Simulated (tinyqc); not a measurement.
Worked calculation: Pariser-Parr-Pople SCF with singles CI, for the molecule NC1=NC=C1 (SMILES; centres numbered as the heavy atoms are written). One step of it, computed by the program tinyqc.

Question. PPP integrals. Mataga-Nishimoto: gamma = 14.399645/(R + a), a = 2 x 14.399645/(gamma_rr + gamma_ss); H_rr = -W_r - sum_(s != r) z_s gamma_rs; H_rs = beta for bonds.

Centres (angstrom, eV; a flat drawing with bonds scaled to 1.40 angstrom):

| centre | x | y | core charge z | W | gamma_rr |
|---|---|---|---|---|---|
| 1N | 1.912000 | 0.000000 | 2 | 27.110000 | 16.880000 |
| 2C | 0.512000 | 0.000000 | 1 | 11.180000 | 9.610000 |
| 3N | -0.478000 | 0.990000 | 1 | 13.820000 | 12.750000 |
| 4C | -1.468000 | 0.000000 | 1 | 11.180000 | 9.610000 |
| 5C | -0.478000 | -0.990000 | 1 | 11.180000 | 9.610000 |

Resonance integrals (eV):

| i | j | beta |
|---|---|---|
| 1 | 2 | -2.350000 |
| 2 | 3 | -2.370000 |
| 3 | 4 | -2.370000 |
| 4 | 5 | -2.390000 |
| 5 | 2 | -2.390000 |

Give: repulsion gamma_rs; core matrix H.

Answer.

repulsion gamma_rs (eV):
```
         1N      2C       3N      4C      5C
1N  16.8800  5.7896   4.0461  3.2234  3.9192
2C   5.7896  9.6100   5.3569  4.1397  4.9680
3N   4.0461  5.3569  12.7500  5.3569  4.4063
4C   3.2234  4.1397   5.3569  9.6100  4.9680
5C   3.9192  4.9680   4.4063  4.9680  9.6100
```

core matrix H (eV):
```
          1N        2C        3N        4C        5C
1N  -44.0883   -2.3500    0.0000    0.0000    0.0000
2C   -2.3500  -37.2238   -2.3700    0.0000   -2.3900
3N    0.0000   -2.3700  -37.0323   -2.3700    0.0000
4C    0.0000    0.0000   -2.3700  -32.0915   -2.3900
5C    0.0000   -2.3900    0.0000   -2.3900  -33.3608
```
